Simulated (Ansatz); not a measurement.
The same path of CH4OS2 (8 atoms, charge 0, multiplicity 1) was run twice with different band settings. The coordinate that changes most is the dihedral S3–C2–S4–H8.

Level of theory: Ansatz 0.2.0, RKS PBE0-D4/cc-pVDZ.

Relaxed end points:

```xyz
8
Properties=species:S:1:pos:R:3
O -0.810 1.227 -0.392
C -0.020 0.276 0.219
S 1.732 0.514 -0.311
S -0.497 -1.454 -0.177
H -0.824 1.019 -1.339
H -0.102 0.441 1.301
H 2.219 -0.623 0.243
H -1.697 -1.400 0.457
```

```xyz
8
Properties=species:S:1:pos:R:3
O -0.582 1.137 -0.798
C 0.014 0.350 0.180
S 1.682 0.018 -0.493
S -0.956 -1.151 0.597
H -1.521 1.195 -0.572
H 0.110 0.872 1.150
H 2.094 -0.714 0.568
H -0.841 -1.707 -0.634
```

Common settings: movable images 7; climbing image yes; spring 5.0 eV/Å²; start path through a guess of the saddle point; force threshold 0.05 eV/Å; end points relaxed.

| run | optimiser | iteration limit | largest step |
| --- | --- | --- | --- |
| 1 | quadratic models (default) | 58 | default |
| 2 | lbfgs | 60 | 0.02 Å |

Task: What does each run give, and how far can it be trusted?

Result: Run 1: converged after 33 iterations, highest image 0.269 eV above the first end. The profile has 2 maxima (images 4, 6) with wells between them (image 5): this band takes more than one step, which may be the mechanism or a detour left from its start path. The dihedral S3–C2–S4–H8 jumps by 130° between images 5 and 6, so the path isn't resolved there. A vibrational analysis at the climbing image gives one clearly imaginary mode, 204i cm⁻¹: a first-order saddle point.
Run 2: not converged after 60 iterations, highest image 0.333 eV above the first end. The band didn't meet its force threshold, so its energies are provisional: the largest band force was still 0.09 eV/Å, and over the last iterations the top stayed at 0.33 eV.
